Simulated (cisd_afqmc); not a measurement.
Input (AFQMC/CISD/cc-pVDZ; cisd_afqmc is a phaseless AFQMC code with CISD trial states that reads the integrals written by Ansatz):

Ansatz 0.2 input:
```python
import cisd_afqmc

open("ham.yaml", "w").write("""\
crystal:
  periodic: [false, false, false]
  atoms:
    - {symbol: C, position_ang: [-0.01056978, 0.49778310, 0.42770843]}
    - {symbol: F, position_ang: [0.01210757, -0.48553006, -0.48251610]}
    - {symbol: H, position_ang: [-0.98026178, 0.69384468, 0.86184822]}
    - {symbol: H, position_ang: [0.93471233, 0.68922727, 0.91454611]}
basis:
  gaussian:
    orbitals: cc-pVDZ
magnetization: {spin_polarized: true, initial_magnetization: 1}
correlation: {method: ccsd, electrons: outside_noble_gas, hamiltonian_folder: ham}
""")
rep = cisd_afqmc.ansatz("ham.yaml")
e_ccsd = rep["correlation"]["coupled_cluster"]["energy"]["hartree"]
out = cisd_afqmc.run("ham", e_ccsd, trial="CISD", walkers=200, populations=8, threads=8, dt=0.005, steps=40, early=24, settle=10, least=32,
    cut=5e-5, rank_cut=2e-4, target=0.0004, seconds=1500, seed=1, memory=17280, gpu=False)
```

Output:

```
orbitals 36, occupied [7, 6], factors 191 of 345, rank of the doubles 201 of 383
E(HF) = -138.412474
E(CCSD) on the cut factors = -138.737031, shift to the whole factors -0.000008
Energy of the trial state on the determinant = -138.737007
  tau behind 7.2 of longer steps, mean of the populations' last blocks
   2.0  -138.74458
   4.0  -138.74407
   6.0  -138.74422
   8.0  -138.74436
blocks 264 (0 outliers left out), error by blocks joined: 1: 0.00018, 2: 0.00021, 4: 0.00025, 8: 0.00031, 16: 0.00032
E(AFQMC/CISD) = -138.74424 +/- 0.00032
```
